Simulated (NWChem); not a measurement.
# B3LYP/6-311G(d,p) run of C2H3F3 (1,1,2-trifluoroethane)

Aim: the vertical ionisation energy of C2H3F3 (1,1,2-trifluoroethane) at B3LYP/6-311G**, from 2 runs. 

The results are computed with NWChem 7.3.0.

### 1 The system as given

The species is C2H3F3 (8 atoms), meant as a singlet with charge 0. SMILES: `FCC(F)F`. Geometry: relaxed at PBE0-D4/def2-TZVP. This is one conformer, not always the lowest.

Bond lengths: F1–C2 1.372 Å, C2–C3 1.509 Å, C3–F4 1.352 Å, C3–F5 1.356 Å, C2–H6 1.093 Å, C2–H7 1.093 Å, C3–H8 1.095 Å. Some angles: F1–C2–C3 109.3°, C2–C3–F4 110.4°, C2–C3–F5 108.3°, F4–C3–F5 107.9°, F1–C2–H6 109.4°, F1–C2–H7 109.2°, C3–C2–H6 109.5°, C3–C2–H7 109.4°, C2–C3–H8 113.0°, F4–C3–H8 108.2°.

### 2 The energy at B3LYP/6-311G(d,p)

Contents of c2h3f3.nw:

```
START c2h3f3
memory total 2200 mb
charge 0
GEOMETRY units atomic noautosym nocenter noautoz
F  -2.15957902 -1.28690349  2.19794046
C  -0.35564646  0.36868557  1.34510706
C   0.32673365 -0.28799426 -1.34416219
F   1.55751227 -2.52429616 -1.42957781
F   1.91183592  1.51858391 -2.23403422
H   1.32602082  0.22468844  2.53695732
H  -1.11210382  2.28940320  1.41219233
H  -1.32054062 -0.41007057 -2.58986965
END
BASIS spherical bse
F library 6-311G**
C library 6-311G**
H library 6-311G**
END
DFT
xc b3lyp
mult 1
grid fine
convergence energy 1e-08
maxiter 100
mulliken
print low
END
TASK dft energy
```

On the command line:

```
nwchem c2h3f3.nw > c2h3f3.out
```

The log of the run, shortened:

```text
[...]
 d= 0,ls=0.0,diis     1   -377.4979686905 -5.69D+02  1.04D-02  1.68D+00     1.6
[...]
 d= 0,ls=0.0,diis     8   -377.6426990583  6.58D-09  3.16D-06  6.59D-07    10.3
         Total DFT energy =     -377.642699058275
      One electron energy =     -902.965408386319
           Coulomb energy =      377.432158206468
    Exchange-Corr. energy =      -43.469234528387
 Nuclear repulsion energy =      191.359785649963
[...]
      Total Density - Mulliken Population Analysis
     ---------------------------------------------
    Atom       Charge   Shell Charges
 -----------   ------   -------------------------------------------------------
    1 F    9     9.26   1.08  0.92  1.19  1.09  2.32  0.87  1.79  0.00
    2 C    6     5.95   1.10  0.89  0.63  0.78  1.50  0.35  0.60  0.10
    3 C    6     5.66   1.10  0.89  0.59  0.80  1.44  0.22  0.43  0.18
    4 F    9     9.22   1.08  0.92  1.19  1.09  2.33  0.86  1.76  0.01
    5 F    9     9.23   1.08  0.92  1.19  1.09  2.33  0.86  1.77  0.01
    6 H    1     0.89   0.28  0.48  0.10  0.02
    7 H    1     0.89   0.28  0.49  0.10  0.02
    8 H    1     0.90   0.28  0.50  0.10  0.02
[...]
```

It took 11 s on 1 thread of Intel Xeon 6975P-C (Granite Rapids), shared host; peak memory 0.11 GiB.

### 3 The doublet cation

Contents of c2h3f3.nw:

```
start c2h3f3
title "C2H3F3"
memory stack 880 mb heap 220 mb global 1100 mb
charge 1

geometry units bohr noautosym nocenter noautoz
  F   -2.15957902  -1.28690349   2.19794046
  C   -0.35564646   0.36868557   1.34510706
  C    0.32673365  -0.28799426  -1.34416219
  F    1.55751227  -2.52429616  -1.42957781
  F    1.91183592   1.51858391  -2.23403422
  H    1.32602082   0.22468844   2.53695732
  H   -1.11210382   2.28940320   1.41219233
  H   -1.32054062  -0.41007057  -2.58986965
end

basis spherical bse
  * library 6-311G**
end

dft
  xc b3lyp
  mult 2
  grid fine
  convergence energy 1e-08
  iterations 100
  mulliken
  noprint "final vectors analysis"
end

task dft energy
```

On the command line:

```
nwchem c2h3f3.nw > c2h3f3.out
```

The log of the run, shortened:

```text
[...]
          Wavefunction type:  spin polarized.
          No. of atoms     :     8
          No. of electrons :    41
[...]
          Charge           :     1
          Spin multiplicity:     2
[...]
          AO basis - number of functions:   108
[...]
              XC Information
              --------------
                         B3LYP Method XC Potential
                     Hartree-Fock (Exact) Exchange  0.200
                        Slater Exchange Functional  0.800 local
                    Becke 1988 Exchange Functional  0.720 non-local
              Lee-Yang-Parr Correlation Functional  0.810
                  VWN I RPA Correlation Functional  0.190 local
[...]
 d= 0,ls=0.0,diis     1   -376.8945986693 -5.68D+02  8.59D-03  7.33D-01     2.1
[...]
 d= 0,ls=0.0,diis    17   -377.1950212838 -4.29D-09  1.70D-07  6.15D-10    31.1
[...]
         Total DFT energy =     -377.195021283789
      One electron energy =     -890.804638268528
           Coulomb energy =      365.236138015213
    Exchange-Corr. energy =      -42.986306680437
 Nuclear repulsion energy =      191.359785649963
[...]
      Total Density - Mulliken Population Analysis
     ---------------------------------------------
    Atom       Charge   Shell Charges
 -----------   ------   -------------------------------------------------------
    1 F    9     9.06   1.08  0.92  1.17  1.11  2.30  0.86  1.62  0.01
    2 C    6     5.94   1.10  0.89  0.61  0.81  1.50  0.38  0.55  0.10
    3 C    6     5.65   1.10  0.89  0.58  0.84  1.45  0.23  0.38  0.19
    4 F    9     9.04   1.08  0.92  1.17  1.11  2.31  0.85  1.60  0.01
    5 F    9     9.06   1.08  0.92  1.17  1.11  2.31  0.86  1.61  0.01
    6 H    1     0.76   0.26  0.44  0.02  0.02
    7 H    1     0.77   0.27  0.45  0.03  0.02
    8 H    1     0.73   0.26  0.43  0.02  0.02
[...]
      <S2> =      0.7525 (Exact =     0.7500)
[...]
```

Run time: 32 s. Hardware: 1 thread of Intel Xeon 6975P-C (Granite Rapids), shared host; peak memory 0.12 GiB.

### 4 Outcome

Level: B3LYP/6-311G**.

| quantity | value |
| --- | --- |
| singlet C2H3F3: total energy | -377.64270 Eh |
| doublet cation: total energy | -377.19502 Eh |
| doublet cation: ⟨S²⟩ | 0.752 |
| vertical ionisation energy (to the doublet cation) | 12.182 eV |

**Reading.** The vertical ionisation energy comes to 12.18 eV (1175 kJ/mol).
